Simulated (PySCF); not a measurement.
# H3NNa: the cost of one run

Programs: PySCF 2.14.0. All values are calculated, for the isolated system unless a continuum is named. Atoms count from 0, parts from 1.

### 1 Starting point

5 atoms, charge 1, multiplicity 1; geometry: GFN2-xTB. Parts: 1 = atom 0, `[Na+]`, charge 1; 2 = atoms 1–4, `N`, charge 0.

### 2 Geometry optimisation at PBE0-D3(BJ)/def2-SVPD

The job: settings as JSON, then the geometry in Å.

```
{"job": {"xc": "PBE0", "basis": "def2-SVPD", "d3": "d3bj", "grid": 2, "kind": "geom", "shake": 0.01}, "charge": 1, "multiplicity": 1, "parts": [{"atoms": "0-0", "charge": 1, "multiplicity": 1}, {"atoms": "1-4", "charge": 0, "multiplicity": 1}]}
Na     0.243113     0.403945    -0.010614
N      1.814513     0.051566    -1.764911
H      2.752321    -0.069613    -1.433809
H      1.910276     0.819754    -2.439909
H      1.625376    -0.780657    -2.330677
```

The run is started by

```
$ OMP_NUM_THREADS=1 python cluster_run.py task.json out
```

One launch serves the whole session: the jobs run in the order shown.

**Question.** How long does this first job take on 1 thread of Intel Xeon Platinum 8488C, shared host, and how much memory does it need?

About 5 s, with a peak of 0.32 GiB.
